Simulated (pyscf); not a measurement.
CH₄ + •H₂C–Cl → H₃C–CH₂–Cl + H•, a substitution at C (doublet surface; C–H broken, C–C formed). Structures and frequencies: ωB97X-D3(BJ)/def2-SVP in PySCF. MP2 and CC: frozen core, UHF for open shells. ΔMP2 is the change of the MP2 total energy from the triple- to the quadruple-zeta basis. Energies in kcal/mol from the separated reactants.

AM1 to PM7: differences of heats of formation from MOPAC. Open shells are spin-unrestricted. 

In single points PM7 puts the saddle at 49.5 kcal/mol and the reaction energy at +20.1 kcal/mol. Should these be trusted to within a few kcal/mol? Compare with CCSD(T)/def2-TZVPP + ΔMP2(QZVPP).

CCSD(T)/def2-TZVPP + ΔMP2(QZVPP) gives ΔE‡ = 52.2 kcal/mol and ΔE = +16.6 kcal/mol. PM7 lies 2.7 kcal/mol under it in the barrier and 3.6 kcal/mol over it in the reaction energy, so on this step it does not hold to within 3.0 kcal/mol. CCSD(T)/def2-TZVPP + ΔMP2(QZVPP) has limits of its own. The same reactants have a lower exit, to H₃C–Cl + CH₃• (barrier +19.9 kcal/mol at ωB97M-D3(BJ), against +52.5 kcal/mol here). One saddle was located; it need not be the lowest between these sides. The angle at the attacked C is 180°. The CCSD(T) − MP2 part came from Ansatz, without density fitting, on the same reference.
